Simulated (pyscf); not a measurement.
H₃C–Sn(Cl)(Cl)–Cl → chloromethane (H₃C–Cl) + Cl–Sn:–Cl [singlet], a 1,1-elimination (singlet surface; C–Sn, Cl–Sn broken, C–Cl formed). PySCF, gas phase, ωB97X-D3(BJ)/def2-SVP geometries. Energies in kcal/mol from the reactant's lowest minimum found.

AM1 to PM7: differences of heats of formation from MOPAC, which are fitted to 298 K values and so differ in kind from electronic energies by zero-point and thermal terms. 

Q: Quick PM3 single points give ΔE‡ = 50.9 kcal/mol and ΔE = +13.0 kcal/mol. What does ωB97M-D3(BJ)/def2-TZVP give, and how far is the quick result from it?

A: ωB97M-D3(BJ)/def2-TZVP gives ΔE‡ = 74.1 kcal/mol and ΔE = +25.3 kcal/mol. PM3 lies 23.2 kcal/mol under it in the barrier and 12.3 kcal/mol under it in the reaction energy, so on this step it does not hold to within 3.0 kcal/mol. ωB97M-D3(BJ)/def2-TZVP has limits of its own. On the product side the descent ends in a bound adduct, 8.2 kcal/mol under the separated species and 54.3 kcal/mol under the saddle at ωB97X-D3(BJ)/def2-TZVP. At ωB97X-D3(BJ)/def2-TZVP the barrier from the zero used here is 78.8 kcal/mol. One saddle was located; it need not be the lowest between these sides. A restricted solution here is unstable towards spin polarisation, so biradical character is likely and single-reference numbers are less safe. In the def2 sets elements past Kr carry core potentials, without spin-orbit coupling.
